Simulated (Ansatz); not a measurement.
Reaction (hydrogenolysis of a C–Cl bond): `OC(O)(O)Cl` + H₂ → `OC(O)O` + HCl

Program: Ansatz. Geometries: PBE0-D4/def2-TZVP. ΔE: electronic, gas phase. CBS: MP2 limit from def2 TZ/QZ plus the TZ coupled-cluster correction, frozen cores. This one scheme is used for every species. DFT in def2-TZVPP. B3LYP here is the variant with VWN-RPA as its local correlation; programs differ in this. Each species was taken in one conformer, which may not be the lowest.

```
             level  ΔE (kJ/mol)  difference from CCSD(T)/CBS
           PBE0-D4        -57.3                          9.5
           ωB97M-V        -59.1                          7.7
              BLYP        -59.6                          7.2
              PBE0        -61.6                          5.2
             B3LYP        -66.3                          0.5
           r2SCAN0        -56.9                          9.9
           LC-ωPBE        -70.4                         -3.6
RPA@PBE/def2-TZVPP        -69.9                         -3.1
      MP2/def2-SVP        -56.9                          9.9
     CCSD/def2-SVP        -70.2                         -3.4
       CCSD(T)/CBS        -66.8                            0
```

Largest T1 diagnostic among the species: 0.011.

From r2SCAN to r2SCAN0 (25 % exact exchange), in def2-TZVPP and without D4, ΔE moves by −10.1 kJ/mol. At CCSD(T), def2-SVP lies +3.7 kJ/mol from the extrapolated value and def2-TZVPP −2.7 kJ/mol. The D4 term adds +8.6 kJ/mol with B3LYP and +4.4 kJ/mol with PBE0; it sums over pairs of atoms, weighted by their polarisabilities, and B3LYP, whose exchange is more repulsive, gets the larger term.
